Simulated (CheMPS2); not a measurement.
**AlSiH5 (AlH2(SiH3)): a chain of runs**

Aim: the energy (singlet AlSiH5, DMRG-CASCI(11 orbitals)/def2-SVP), then the energy (triplet AlSiH5, DMRG-CASCI(11 orbitals)/def2-SVP) of AlH5Si. 

Program for the calculation: CheMPS2 1.8.12.

1 further run of the same task is left out (it didn't finish).

## 1. The structure to begin with

AlSiH5 has 7 atoms, charge 0, and is taken as a singlet. As SMILES, `[H][Al]([H])[SiH3]`. Geometry: a GFN2-xTB relaxation, a rough one for these elements and not checked as a minimum.

Bond lengths: Al1–Si4 2.421 Å, Al1–H2 1.567 Å, Al1–H3 1.566 Å, Si4–H5 1.482 Å, Si4–H6 1.482 Å, Si4–H7 1.482 Å. Angles: Al1–Si4–H5 114.1°, Al1–Si4–H6 113.8°, Al1–Si4–H7 116.0°, H2–Al1–Si4 125.8°, H3–Al1–Si4 126.2°, H5–Si4–H6 104.0°, H5–Si4–H7 103.8°, H6–Si4–H7 103.8°, H2–Al1–H3 107.9°.

## 2. The energy at DMRG-CASCI(11 orbitals)/def2-SVP (ground state) (run 2)

Contents of integrals.py:

```python
from pyscf import ao2mo, gto, mcscf, mp, scf
from pyscf.tools import fcidump

geom = """
Al
H 1 1.566792
H 1 1.566006 2 107.93882
Si 1 2.421021 3 126.21416 2 179.37182
H 4 1.481914 1 114.1175 3 -29.88858
H 4 1.48229 5 104.04856 1 124.5524
H 4 1.481835 5 103.77787 6 108.31647
"""
mol = gto.M(
    atom=geom,
    basis="def2-svp",
    charge=0,
    spin=0,
    verbose=4,
)
print("basis functions = %d" % (mol.nao))
mf = scf.RHF(mol)
mf.conv_tol = 1e-10
mf.max_cycle = 200
mf.kernel()
if not mf.converged:
    mf = mf.newton().run(mf.mo_coeff, mf.mo_occ)
print("reference energy = %.10f" % (mf.e_tot))
# natural orbitals of MP2 give a compact matrix product state
occ_no, mo = mcscf.addons.make_natural_orbitals(mp.MP2(mf, frozen=10).run())
mf.mo_coeff = mo
# FCIDUMP for the DMRG program
cas = mcscf.CASCI(mf, 11, 12)
h1, ecore = cas.get_h1eff()
fcidump.from_integrals("FCIDUMP", h1, cas.get_h2eff(), 11, 12, nuc=ecore, ms=0)
# exact diagonalisation in the same space
ci = mcscf.CASCI(mf, 11, (6, 6))
ci.fix_spin_(ss=0)
ci.fcisolver.conv_tol = 1e-10
ci.fcisolver.max_cycle = 200
ci.kernel()
print(f"exact diagonalisation = {ci.e_tot:.10f}")
```

Contents of dmrg.input:

```
FCIDUMP = FCIDUMP
GROUP = 0
MULTIPLICITY = 1
NELECTRONS = 12
IRREP = 0
EXCITATION = 0
SWEEP_STATES = 50, 75, 100, 100
SWEEP_ENERGY_CONV = 1e-04, 1e-04, 1e-04, 1e-06
SWEEP_MAX_SWEEPS = 1, 1, 1, 6
SWEEP_NOISE_PREFAC = 0.05, 0.05, 0.005, 0.0
SWEEP_DVDSON_RTOL = 3e-04, 3e-04, 3e-04, 3e-05
NOCC = 0
NACT = 11
NVIR = 0
MOLCAS_FIEDLER = TRUE
PRINT_CORR = TRUE
TMP_FOLDER = .
```

On the command line:

```console
$ python integrals.py && chemps2 --file=dmrg.input
```

The program printed:

```text
$ python integrals.py

[... 80 lines left out ...]
sorting_mo_energy = False
[... 76 lines left out ...]
***     Maximum discarded weight = 0
[... 31 lines left out ...]
***     Maximum discarded weight during the last sweep     = 1.38706687670277e-05
[... 12 lines left out ...]
***     Minimum energy           = -533.608350826453
[... 14 lines left out ...]
***     Minimum energy           = -533.608359331144
[... 7 lines left out ...]
***     Maximum discarded weight = 1.26392233087414e-06
[... 14 lines left out ...]
***     Maximum discarded weight = 1.31427590243297e-06
[... 14 lines left out ...]
***     Maximum discarded weight during the last sweep     = 1.31396489033371e-06
[... 89 lines left out ...]
   Columns 9 to 11

    0.001146    0.000445    0.000576
    0.002016    0.000168    0.000763
    0.000526    0.000022    0.000238
[... 7 lines of this table left out ...]
    0.001979    0.000388   -0.000022

--------------------------------------------------------
Two-orbital mutual information = 0.5 * ( s1(i) + s1(j) - s2(i,j) ) * ( 1 - delta(i,j) )
Hamiltonian index order is used!

   Columns 1 to 8

    0           0.002055    0.000433    0.003620    0.005136    0.004906    0.003692    0.004583
    0.002055    0           0.004085    0.000905    0.001152    0.002120    0.003066    0.000883
    0.000433    0.004085    0           0.000127    0.000010    0.001085    0.005583    0.000004
[... 7 lines of this table left out ...]
    0.002245    0.003644    0.002972    0.002243    0.002805    0.015015    0.003618    0.003225

   Columns 9 to 11

    0.004678    0.006800    0.002245
    0.009587    0.001565    0.003644
    0.009707    0.000080    0.002972
[... 7 lines of this table left out ...]
    0.006559    0.000983    0

--------------------------------------------------------
```

Wall time 4.5 s (1 thread of AMD EPYC 9B45 (Zen 5), shared host); peak memory 0.17 GiB.

## 3. The triplet: the energy at DMRG-CASCI(11 orbitals)/def2-SVP (ground state) (run 4)

Contents of integrals.py:

```python
from pyscf import ao2mo, gto, mcscf, mp, scf
from pyscf.tools import fcidump

mol = gto.M(atom="""
Al     0.688040     1.201700     0.003860
H      2.245410     1.365000     0.056470
H      0.053380     2.633190    -0.016580
Si    -0.517390    -0.897790    -0.016750
H     -1.851430    -0.836410     0.625620
H      0.177610    -1.992690     0.701130
H     -0.795620    -1.472990    -1.353750
""", basis="def2-svp", spin=2, verbose=3)
print("nao                            = %d" % (mol.nao))
mf = scf.ROHF(mol)
mf.conv_tol = 1e-10
mf.max_cycle = 200
mf.kernel()
if not mf.converged:
    mf = mf.newton().run(mf.mo_coeff, mf.mo_occ)
print(f"SCF energy                     = {mf.e_tot:.10f}")
# natural orbitals of MP2 give a compact matrix product state
occ_no, mo = mcscf.addons.make_natural_orbitals(mp.MP2(mf.to_uhf(), frozen=10).run())
mf.mo_coeff = mo
# write the integrals of the correlated orbitals
cas = mcscf.CASCI(mf, 11, 12)
h1, ecore = cas.get_h1eff()
fcidump.from_integrals("FCIDUMP", h1, cas.get_h2eff(), 11, 12, nuc=ecore, ms=2)
# exact diagonalisation in the same space
ci = mcscf.CASCI(mf, 11, (7, 5))
ci.fix_spin_(ss=2)
ci.fcisolver.conv_tol = 1e-10
ci.fcisolver.max_cycle = 200
ci.kernel()
print("E(FCI)                         = %.10f" % (ci.e_tot))
```

Contents of dmrg.input:

```
FCIDUMP = FCIDUMP
GROUP = 0
MULTIPLICITY = 3
NELECTRONS = 12
IRREP = 0
EXCITATION = 0
SWEEP_STATES = 12, 25, 50, 100, 100
SWEEP_ENERGY_CONV = 1e-04, 1e-04, 1e-04, 1e-04, 1e-06
SWEEP_MAX_SWEEPS = 1, 1, 1, 1, 6
SWEEP_NOISE_PREFAC = 0.0005, 0.0005, 0.0005, 0.0005, 0.0
SWEEP_DVDSON_RTOL = 3e-05, 3e-05, 3e-05, 3e-05, 3e-06
NOCC = 0
NACT = 11
NVIR = 0
MOLCAS_FIEDLER = TRUE
PRINT_CORR = FALSE
TMP_FOLDER = .
```

On the command line:

```console
$ python integrals.py && chemps2 --file=dmrg.input
```

The program printed:

```text
$ python integrals.py
nao                            = 61
converged SCF energy = -533.411314486119
SCF energy                     = -533.4113144861
E(UMP2) = -533.573960620978  E_corr = -0.162646134859046
E(SCS-UMP2) = -533.588317569964  E_corr = -0.177003083845011
CASCI E = -533.459255887946  E(CI) = -21.6297722537525  S^2 = 2.0000000
E(FCI)                         = -533.4592558879

$ chemps2 --file=dmrg.input

Running chemps2 version 1.8.12 () with the following options:

[... 53 lines left out ...]
***     Minimum energy           = -533.429829009391
[... 32 lines left out ...]
***     Maximum discarded weight during the last sweep     = 0.000352157547488445
[... 13 lines left out ...]
***     Maximum discarded weight = 0.000318722511408789
[... 20 lines left out ...]
***     Minimum energy           = -533.458603271577
[... 15 lines left out ...]
***     Maximum discarded weight = 2.55379922254131e-06
[... 20 lines left out ...]
***     Minimum energy           = -533.459187475625
[... 14 lines left out ...]
***     Minimum energy           = -533.459189175294
[... 15 lines left out ...]
***     Maximum discarded weight during the last sweep     = 1.04522127023111e-05
******************************************************************
```

It took 7.8 s on 1 thread of AMD EPYC 9B45 (Zen 5), shared host; peak memory 0.16 GiB.

## 4. What came out

| quantity | value |
| --- | --- |
| run 2, DMRG-CASCI(11 orbitals)/def2-SVP: total energy | -533.60836 Eh |
| triplet: total energy | -533.45919 Eh |
